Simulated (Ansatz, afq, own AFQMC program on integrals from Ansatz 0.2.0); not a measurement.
AFQMC on a folder of integrals that Ansatz 0.2.0 wrote.

```yaml
crystal:
  periodic: [false, false, false]
  atoms:
    - {symbol: Ge, position_ang: [0.000000, 0.000000, 0.000000]}
basis:
  gaussian: {orbitals: cc-pVQZ}
magnetization: {spin_polarized: false}
correlation: {method: ccsd_t, electrons: outside_noble_gas, hamiltonian_folder: ham}
```

```sh
$ ansatz run in.yaml --threads 1 --pin off --events-out ev --progress --plain --max-ram 16896MiB --backend cuda --devices 0, --max-vram 18GiB
```

Options of the walk:

```
--method free --trial cisd --walkers 4000 --time-step 0.03 --max-blocks 4000 --target-error 0.00024 --factor-cut 1e-05 --seed 1540 --times 0,0.3,0.6,1.2,1.8,2.4,3.6,4.8,6 --taylor-order 8
```

Times are imaginary, in 1/Eh. The walk had a cap of 64 s. Filled inner d shells are frozen with the cores.

afq prints:

```
orbitals 54  electrons 2 2  factors 402 of 432
reference energy -2075.30443138 Eh
CCSD correlation -0.09300645 Eh in 11 cycles, weight of the determinant in the CISD state 0.7905
repeat  energy at the last time / Eh  error
    10  -2075.403067  0.000266
    20  -2075.403129  0.000154
    30  -2075.403113  0.000124
time / (1/Eh)  energy / Eh  error  mean overlap
  0.00  -2075.397485  0.000025  1.2655
  0.30  -2075.399735  0.000024  1.2659
  0.60  -2075.400844  0.000030  1.2668
  1.20  -2075.401930  0.000033  1.2697
  1.80  -2075.402405  0.000023  1.2708
  2.40  -2075.402650  0.000030  1.2733
  3.60  -2075.402903  0.000060  1.2717
  4.80  -2075.403001  0.000078  1.2737
  6.00  -2075.403097  0.000121  1.2805
energy -2075.403097 +/- 0.000121 Eh
```

The run passed its tests (error under three times the target), which doesn't prove that it has relaxed.

Against this walk (error 3.3 meV) on the same determinant: CCSD(T) 36.7 meV higher, CCSDT(Q) 21.9 meV lower, full CI 40.4 meV lower. The error is statistical, and a free projection of finite length keeps a remainder of its start. The projection is still falling at its last time (meV from the last point: 18.8 ± 0.6 at 1.80, 12.2 ± 0.8 at 2.40, 5.3 ± 1.6 at 3.60, 2.6 ± 2.1 at 4.80, 0 ± 3 at 6.00), so its energy is a cut-off value, and the gaps above aren't errors of the other methods. Full CI is exact here, so the walk's 40 meV above it is the walk's own error: what remains of the start. The determinant is a poor start (see the cautions), so the low cluster orders aren't to be relied on, and full CI is the sure value.

Cautions: remainder of the start not in the error; no relativity below Rb; no spin-orbit coupling; inner d shell frozen; another spin lies lower (by 784 meV); restricted determinant unstable towards unrestricted (UHF 1.29 eV lower, ⟨S²⟩ 1.03); strong correlation (T1 0.016, weight of the determinant 0.79, largest double 0.29); the determinant fills the p orbitals unequally in pairs, so it mixes two states of the atom (¹D and ¹S), and each level undoes that mixture to a different degree, while full CI gives the lower state; CCSDT(Q) on the UHF determinant differs (789 meV lower), perhaps since the unrestricted series falls towards higher spin.

The walk took 19 s on 1 × NVIDIA H100 80GB HBM3 with 2 threads of AMD EPYC 7R13 Processor (Zen 3), on a shared host (the card was shared). The log's last line is the free-projection energy.

CCSDT and higher add their correlation energy to the determinant of the CCSD(T) run, since their own runs factorise the integrals more tightly (a shift of under 2 meV).
